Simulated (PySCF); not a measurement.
# SiPH4 (SMILES [SiH2]P): USVWN5/STO-6G

What is the energy change on altering one bond length of SiPH4 at USVWN5/STO-6G? 

Program for the calculation: PySCF 2.14.0.

10 further runs of the same task are left out: 1 that didn't finish, 9 set aside as unsound or not needed.

### 1 The molecule

SiPH4: 6 atoms, total charge 0, spin state doublet. As SMILES, `[SiH2]P`. The shape is that of a GFN2-xTB optimisation. This is one conformer, not always the lowest.

Bond lengths: Si1–P2 2.220 Å, Si1–H3 1.467 Å, Si1–H4 1.466 Å, P2–H5 1.384 Å, P2–H6 1.384 Å. Angles: Si1–P2–H5 96.4°, Si1–P2–H6 96.4°, P2–Si1–H3 109.7°, P2–Si1–H4 109.7°, H5–P2–H6 92.6°, H3–Si1–H4 109.1°.

### 2 A single-point energy at USVWN5/STO-6G

Contents of calc.py:

```python
from pyscf import gto, dft

mol = gto.Mole()
mol.atom = '''
Si     0.240033    -1.863497    -0.197779
P     -0.639994     2.210980     0.268757
H     -0.568089    -3.259211     2.055871
H     -1.094643    -2.861631    -2.411857
H      0.821426     3.055971    -1.729666
H      1.241267     2.717388     2.014694
'''
mol.verbose = 3
mol.basis = 'sto-6g'
mol.unit = 'bohr'
mol.max_memory = 1860
mol.spin = 1
mol.build()

calc0 = dft.UKS(mol, xc='svwn')
calc0.conv_tol = 1e-10
calc0.grids.level = 5
calc0.kernel()
if not calc0.converged:
    calc0 = calc0.newton().run(calc0.mo_coeff, calc0.mo_occ)

etot = calc0.e_tot
print('E(%s) = %.9f' % ('SVWN5', etot))
```

On the command line:

```console
$ OMP_NUM_THREADS=1 python calc.py
```

The log of the run:

```text
converged SCF energy = -628.352877158183  <S^2> = 0.75057563  2S+1 = 2.0005756
E(SVWN5) = -628.352877158
```

It took 4.5 s on 1 thread of Arm Neoverse V1, shared host; peak memory 0.15 GiB.

### 3 The distorted shape

Contents of run.py:

```python
from pyscf import gto, dft

mol = gto.M(
    atom='''
Si   1.398306  -0.035391   2.004262
P    0.932616   2.120729   2.251142
H    0.970666  -0.773971   3.196842
H   -0.579260  -1.514310  -1.276300
H    1.705966   2.567879   1.193622
H    1.928136   2.388709   3.175052
''',
    max_memory=1860,
    verbose=4,
    basis='sto-6g',
    charge=0,
    spin=1,
)

calc0 = dft.UKS(mol, xc='svwn')
calc0.grids.level = 5
calc0.conv_tol = 1e-10
calc0.kernel()
if not calc0.converged:
    calc0 = calc0.newton().run(calc0.mo_coeff, calc0.mo_occ)

e_tot = calc0.e_tot
print('E(%s) = %.9f' % ('SVWN5', e_tot))
```

On the command line:

```console
$ OMP_NUM_THREADS=1 python run.py
```

The log of the run:

```text
PySCF version 2.14.0

[INPUT] num. atoms = 6
[INPUT] num. electrons = 33
[INPUT] charge = 0
[INPUT] spin (= nelec alpha-beta = 2S) = 1
[INPUT] symmetry False subgroup None
[INPUT] Mole.unit = angstrom
[INPUT] Symbol           X                Y                Z      unit          X                Y                Z       unit  Magmom
[INPUT]  1 Si     1.398306000000  -0.035391000000   2.004262000000 AA    2.642415378336  -0.066879297274   3.787506261873 Bohr   0.0
[INPUT]  2 P      0.932616000000   2.120729000000   2.251142000000 AA    1.762388819387   4.007596994423   4.254041847506 Bohr   0.0
[INPUT]  3 H      0.970666000000  -0.773971000000   3.196842000000 AA    1.834292898427  -1.462593218356   6.041155843507 Bohr   0.0
[INPUT]  4 H     -0.579260000000  -1.514310000000  -1.276300000000 AA   -1.094642754916  -2.861631167690  -2.411857452782 Bohr   0.0
[INPUT]  5 H      1.705966000000   2.567879000000   1.193622000000 AA    3.223808517820   4.852588031022   2.255618676256 Bohr   0.0
[INPUT]  6 H      1.928136000000   2.388709000000   3.175052000000 AA    3.643648970914   4.514005801284   5.999978711253 Bohr   0.0

nuclear repulsion = 78.7487926882045
number of shells = 14
number of NR pGTOs = 132
number of NR cGTOs = 22
basis = sto-6g
ecp = {}

[... 89 lines left out ...]
converged SCF energy = -628.167844007514  <S^2> = 0.75018999  2S+1 = 2.00019
E(SVWN5) = -628.167844008
```

Run time: 4.8 s. Hardware: 1 thread of Arm Neoverse V1, shared host; peak memory 0.15 GiB.

### 4 Summary of results

Level: USVWN5/STO-6G.

| quantity | value |
| --- | --- |
| first shape: total energy | -628.35288 Eh |
| first shape: dipole moment | 0.86 D |
| first shape: HOMO energy (highest over α and β) | -1.03 eV |
| first shape: LUMO energy (lowest over α and β) | 0.27 eV |
| first shape: ⟨S²⟩ | 0.751 |
| distorted shape: total energy | -628.16784 Eh |
| distorted shape: dipole moment | 0.77 D |
| distorted shape: HOMO energy (highest over α and β) | -0.96 eV |
| distorted shape: LUMO energy (lowest over α and β) | 0.35 eV |
| distorted shape: ⟨S²⟩ | 0.750 |
| energy change with the Si1–H4 bond stretched from 1.466 to 4.106 Å | 5.035 eV |

In words: With the Si1–H4 bond stretched from 1.466 to 4.106 Å the energy rises by 5.04 eV (116 kcal/mol). The first shape isn't relaxed at this level, so the change isn't measured from a minimum. The minimal basis adds a large error of its own. Mulliken charges (first shape) run from -0.11 on H3 to +0.21 on Si1.
